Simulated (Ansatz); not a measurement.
# [P2H3]− (SMILES [PH-]P): levels of theory compared

We compute a comparison of 6 runs (B2PLYP/STO-3G, UB3LYP/STO-3G, UPBE/STO-3G, UPBE0/STO-3G, CCSDT/STO-3G, UCCSD(T)/STO-3G) of [P2H3]−. 

The calculation is run with Ansatz 0.2.0.

1 further run of the same task is left out (it didn't finish).

## Step 1: The system as given

[P2H3]−: 5 atoms, total charge -1, spin state singlet. As SMILES, `[PH-]P`. The H3–P1 distance was set to 2.739 Å, away from the relaxed value. At this shape a bond of the SMILES string is far longer than usual.

Bond lengths: P1–P2 2.086 Å, P2–H4 1.401 Å, P2–H5 1.400 Å. Angles: P1–P2–H4 101.9°, P1–P2–H5 101.8°, H4–P2–H5 88.6°.

## Step 2: The energy at B2PLYP/STO-3G (run 1)

Input file input.yaml:

```yaml
crystal:
  periodic: [false, false, false]
  atoms:
    - {symbol: P, position_ang: [1.300796, -0.756260, -1.076746]}
    - {symbol: P, position_ang: [0.033096, 0.899400, -1.144486]}
    - {symbol: H, position_ang: [0.279530, -1.462550, 1.364400]}
    - {symbol: H, position_ang: [-0.473244, 0.823310, -2.448736]}
    - {symbol: H, position_ang: [0.902316, 1.908660, -1.576666]}
basis:
  gaussian:
    orbitals: STO-3G
accuracy: high
hamiltonian:
  xc: {name: B2PLYP}
correlation:
  frozen_orbitals: {H: 0, P: 5}
total_charge: -1
```

On the command line:

```bash
ansatz run input.yaml --threads 1 --pin off --max-ram 2610MiB --events-out events.jsonl --progress --plain --runs-dir runs
```

The log of the run:

```text
Warning: RAYON_NUM_THREADS=1 ignored (pool sized by the plan → 1); use --threads N
Functional definition: B2PLYP
  name "B2PLYP"
  parameter a = 0.53
  parameter c = 0.27
  exchange = (1 - a)*b88_x + a*exact_x
  correlation = (1 - c)*lyp_c + c*(mp2_os + mp2_ss)
368 factors; integrals over basis functions are off by at most 3.1e-9 eV
mean field evaluation 1: about -18392.5236 eV, gradient 1.6e1 eV
mean field evaluation 2: about -18392.5327 eV, gradient 1.6e1 eV
mean field evaluation 4: about -18395.4251 eV, gradient 7.9e0 eV
mean field evaluation 8: about -18395.7410 eV, gradient 6.2e-2 eV
mean field evaluation 16: about -18395.7411 eV, gradient 9.0e-6 eV
mean field -18395.74106366 eV, -676.0310150084 hartree, gradient 6.2e-8 eV, S^2 0.000000; 0 other end points of the search recorded, 0 dependent functions left out; unrestricted orbitals would lower it
10 core orbitals not correlated: weight in the atoms' cores, before any rotation towards them, 1.000 or more for the frozen orbitals, at most 0.000 for the correlated occupied ones
reference -18395.74108243 eV, -676.0310156980 hartree; 7, 7 occupied and 4, 4 virtual orbitals, 368 factors
second order -3.90564097 eV of doubles, -0.00000000 eV of singles
Total energy: -18396.79560549 eV, -676.0697687058 hartree
```

Run time: 0.74 s. Hardware: 1 thread of Intel Xeon 6975P-C (Granite Rapids), shared host; peak memory 0.12 GiB.

## Step 3: A single-point energy at UB3LYP/STO-3G (run 2)

Input file job.yaml:

```yaml
basis:
  gaussian:
    orbitals: STO-3G
crystal:
  periodic: [false, false, false]
  atoms:
    - symbol: P
      position_ang: [1.300796, -0.756260, -1.076746]
    - symbol: P
      position_ang: [0.033096, 0.899400, -1.144486]
    - symbol: H
      position_ang: [0.279530, -1.462550, 1.364400]
    - symbol: H
      position_ang: [-0.473244, 0.823310, -2.448736]
    - symbol: H
      position_ang: [0.902316, 1.908660, -1.576666]
total_charge: -1
magnetization:
  spin_polarized: true
hamiltonian:
  xc: {name: B3LYP}
accuracy: high
```

On the command line:

```bash
ansatz run job.yaml --threads 1 --pin off --max-ram 2610MiB --events-out events.jsonl --progress --plain --runs-dir runs
```

The log of the run:

```text
Warning: RAYON_NUM_THREADS=1 ignored (pool sized by the plan → 1); use --threads N
Functional definition: B3LYP
  name "B3LYP"
  parameter a0 = 0.2
  parameter ax = 0.72
  parameter ac = 0.81
  exchange = (1 - a0 - ax)*slater_x + ax*b88_x + a0*exact_x
  correlation = (1 - ac)*vwn_rpa_c + ac*lyp_c
368 factors; integrals over basis functions are off by at most 3.1e-9 eV
mean field evaluation 1: about -18401.7521 eV, gradient 1.3e1 eV
mean field evaluation 2: about -18388.2553 eV, gradient 1.7e1 eV
mean field evaluation 4: about -18405.4419 eV, gradient 6.5e0 eV
mean field evaluation 8: about -18405.8401 eV, gradient 4.3e0 eV
mean field evaluation 16: about -18406.1085 eV, gradient 4.5e-4 eV
mean field evaluation 32: about -18406.3457 eV, gradient 2.7e-2 eV
mean field evaluation 64: about -18406.3252 eV, gradient 9.4e-2 eV
mean field -18406.34448316 eV, -676.4206834877 hartree, gradient 1.3e-8 eV, S^2 0.598620; 6 other end points of the search recorded, 0 dependent functions left out
reference -18406.34451199 eV, -676.4206845472 hartree; 17, 17 occupied and 4, 4 virtual orbitals, 368 factors
Total energy: -18406.34451199 eV, -676.4206845472 hartree
```

Run time: 3 s. Hardware: 1 thread of Intel Xeon 6975P-C (Granite Rapids), shared host; peak memory 0.15 GiB.

Runs 3 to 5 aren't shown in full; the table further down has their settings and results.

## Step 4: The energy at UCCSD(T)/STO-3G (run 6)

Input file run.yaml:

```yaml
crystal:
  periodic: [false, false, false]
  atoms:
    - {symbol: P, position_ang: [1.300796, -0.756260, -1.076746]}
    - {symbol: P, position_ang: [0.033096, 0.899400, -1.144486]}
    - {symbol: H, position_ang: [0.279530, -1.462550, 1.364400]}
    - {symbol: H, position_ang: [-0.473244, 0.823310, -2.448736]}
    - {symbol: H, position_ang: [0.902316, 1.908660, -1.576666]}
basis:
  gaussian:
    orbitals: STO-3G
total_charge: -1
magnetization:
  spin_polarized: true
  initial_magnetization: 0
correlation:
  method: ccsd_t
  frozen_orbitals: {H: 0, P: 5}
accuracy: high
scf:
  omitted_lower_state_checks: [cluster_reference, increment]
```

On the command line:

```bash
ansatz run run.yaml --threads 1 --pin off --max-ram 2610MiB --events-out events.jsonl --progress --plain --runs-dir runs
```

The log of the run:

```text
Warning: RAYON_NUM_THREADS=1 ignored (pool sized by the plan → 1); use --threads N
[... 15 lines left out ...]
10 core orbitals not correlated: weight in the atoms' cores, before any rotation towards them, 1.000 or more for the frozen orbitals, at most 0.000 for the correlated occupied ones
[... 53 lines left out ...]
Total energy: -18374.90639982 eV, -675.2653552345 hartree
Checks for a lower state left out: cluster_reference, increment
```

Run time: 0.4 s. Hardware: 1 thread of Intel Xeon 6975P-C (Granite Rapids), shared host.

## Step 5: All runs side by side

```
run            level  frozen core orbitals  energy (Eh)  wall time
  1    B2PLYP/STO-3G                    10  -676.069769     0.74 s
  2    UB3LYP/STO-3G                     –  -676.420685        3 s
  3      UPBE/STO-3G                     –  -676.065394      2.9 s
  4     UPBE0/STO-3G                     –  -676.156571        3 s
  5     CCSDT/STO-3G                    10  -675.266314     0.18 s
  6  UCCSD(T)/STO-3G                    10  -675.265355      0.4 s
```

## Step 6: Outcome

| quantity | value |
| --- | --- |
| run 6: total energy | -675.26536 Eh |
| run 6: correlation energy (10 core orbitals frozen) | -77.1 mEh |
| run 6: (T) correction | -1.54 mEh |
| run 6: ⟨S²⟩ of the reference determinant | 0.884 |
| run 6: T1 diagnostic | 0.071 |

Totals of different functionals can't be ranked against each other. In runs 1, 5 the log says that unrestricted orbitals would lower the reference, so the values rest on an unstable closed-shell determinant (other closed-shell runs at this shape may share the fault). In runs 1, 2, 3, 4, 5, 6 the basis is minimal, so the values are rough. Spin contamination of the reference: run 6 ⟨S²⟩ = 0.88, run 4 ⟨S²⟩ = 0.66, run 2 ⟨S²⟩ = 0.60, run 3 ⟨S²⟩ = 0.47. Where it is this large, the reference is a mixture of spin states, and values that rest on it are in doubt. All runs together took 10 s, the longest 3 s.
